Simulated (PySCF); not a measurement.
## Spin states of Si₂

Unrestricted PBE0; basis Si def2-TZVPP; no relativity; PySCF 2.14. Outer shells of the fragments: Si 3s2 3p2; Si 3s2 3p2.

Followed along the bond (rough minima from three points):

```csv
2Ms+1,unpaired,⟨S²⟩ at the start,R at minimum (Å),Te (eV)
3,π ↑↑,2.01,2.26,0.00
3,"σ ↑, π ↑",2.01,2.15,0.15
1,π ↑↓,1.01,2.27,0.20
1,"σ ↑, π ↓",1.02,2.15,0.29
1,none,0.00,2.29,0.90
```

Solutions found at the starting distance of 2.230 Å, counted from the lowest of them; the search is not exhaustive and high or unbound solutions are not listed, so other states can lie among these:

```csv
2Ms+1,unpaired,term,E (eV),⟨S²⟩,⟨Lz²⟩
3,π ↑↑,³Σ⁻,0.00,2.01,0.00
3,"σ ↑, π ↑",³Π,0.19,2.01,1.01
1,π ↑↓,mixed,0.20,1.01,2.03
1,"σ ↑, π ↓",mixed,0.33,1.02,1.01
1,none,mixed,0.92,0.00,2.00
1,none,¹Σ⁺,1.47,0.00,0.00
5,"σ ↑, π ↑↑↑",⁵Π,1.51,6.00,1.01
3,"σ ↑, π ↑↑↓",mixed,1.94,3.03,3.05
3,"σ ↓, π ↑↑↑",mixed,2.02,3.04,1.01
1,"σ ↑, π ↑↓↓",mixed,2.18,2.04,3.05
3,π ↑↑,mixed,2.77,2.02,2.02
5,π ↑↑↑↑,⁵Σ⁺,4.31,6.02,0.00
5,"σ ↑↑, π ↑↑",⁵Σ⁻,4.73,6.00,0.00
5,"σ ↑↑, π ↑↑",mixed,4.82,6.01,2.02
```

A term symbol is given only where ⟨S²⟩ and ⟨Lz²⟩ are close to those of a pure state; real π, δ and φ orbitals otherwise mix terms, and g/u labels are left off.
